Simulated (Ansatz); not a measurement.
**Cu3AgIr2Pd4Pt2: can entropy hold this alloy together?**

All numbers below come from DFT PBE, scalar-relativistic, plane waves, PAW (Ansatz 0.2.0).

Settings: cutoff 420 eV, Γ-centred mesh 7×7×5 on the computed 12-atom cell, Gaussian smearing of 0.10 eV; no spin polarisation.

Cells of 12 atoms on a fcc lattice, 1 Ag, 2 Ir, 2 Pt, 4 Pd, 3 Cu, each occupation relaxed without symmetry on a coarser mesh and computed once more. α is the first-shell Warren–Cowley parameter of unlike pairs (negative: unlike neighbours in excess, 0: random), given as its mean and root mean square over the pairs, since a mean near 0 can hide order that cancels. ΔH counts from the elements in their standard crystals. 1 further cell, whose relaxation didn't end, left large forces or left the lattice, is left out.

| cell | mean α | rms α | ΔH (meV/atom) | V (Å³/atom) | rms shift from sites (Å) |
| --- | --- | --- | --- | --- | --- |
| 1 | -0.17 | 0.28 | 66 | 14.59 | 0.03 |
| 2 | -0.01 | 0.36 | 38 | 14.67 | 0.08 |

Weigh the mixing energy against the ideal entropy.

Ideal mixing gives S = −k_B Σ x ln x = 1.517 k_B per atom (12.6 J/(mol K)), worth 131 meV/atom at 1000 K. The cell nearest to random, 1, has ΔH = 66 meV/atom (still ordered, with a root mean square α of 0.28). Against the pure elements it breaks even at T = ΔH/S = 510 K; above that the solution beats the pure elements, but parting into two partly mixed solutions pays up to a higher temperature (2ΔH/k_B, 1.4 times as high, for a regular binary solution at equal shares), and compounds may beat both. ΔH includes the cost of putting the elements on this lattice where they prefer another, and what the coarser relaxation leaves, which can only raise it; vibrational entropy is left out. An error of 8 meV/atom in ΔH, as mesh and relaxation can leave, moves such a temperature by 60 K, and the spread of these cells, 29 meV/atom, by 220 K.

The final mesh leaves forces up to 0.16 eV/Å and stresses up to 1.0 GPa.

Spin–orbit coupling is left out, which can shift energies with elements as heavy as these.

Cost: 5 runs of about 28 core-minutes in all (earlier runs that led there not counted), on Arm Neoverse V1 (shared hosts).